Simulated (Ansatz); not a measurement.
Reaction: CH5N (methanamine, SMILES CN) → CH4N (SMILES N[CH2], doublet) + H (doublet) (the C-H bond breaks)
Each species at its own B3LYP-D3(BJ)/def2-TZVP minimum (Ansatz, a first-principles code).

Total energies in hartree (Ansatz). Open shells are spin-unrestricted; no spin-orbit coupling. Correlated methods leave the cores frozen. No relativity. For partners of very few electrons the exact lower level stands in for a higher one.

| species | HF/cc-pVTZ | CCSD(T)/cc-pVTZ | HF/cc-pVQZ | CCSD(T)/cc-pVQZ | CCSD(T)/cc-pVDZ | CCSDT(Q)/cc-pVDZ |
|---|---|---|---|---|---|---|
| 1: CH5N (SMILES CN) | -95.25314 | -95.69657 | -95.26063 | -95.72773 | -95.58581 | -95.58689 |
| 2: CH4N (SMILES N[CH2], doublet) | -94.63037 | -95.03819 | -94.63793 | -95.06838 | -94.93237 | -94.93353 |
| 3: H (doublet) | -0.49981 | -0.49981 | -0.49995 | -0.49995 | -0.49928 | -0.49928 |

**Question.** Work out the bond dissociation energy (electronic) in kJ/mol: take Hartree-Fock from cc-pVQZ, extrapolate the CCSD(T) correlation energy as X^-3 (X = 3, 4), and add CCSDT(Q) - CCSD(T) in cc-pVDZ. 1 hartree = 2625.5 kJ/mol.

**Answer.** 
Species 1: correlation (64·(-0.46710) - 27·(-0.44343))/37 = -0.48437; step -0.00108; E1 = -95.26063 + (-0.48437) + (-0.00108) = -95.74608
Species 2: correlation (64·(-0.43045) - 27·(-0.40782))/37 = -0.44696; step -0.00116; E2 = -94.63793 + (-0.44696) + (-0.00116) = -95.08605
Species 3: correlation (64·(0.00000) - 27·(0.00000))/37 = 0.00000; step +0.00000; E3 = -0.49995 + (0.00000) + (+0.00000) = -0.49995
-1·E1 +1·E2 +1·E3 = 0.16008 hartree = 420.3 kJ/mol.
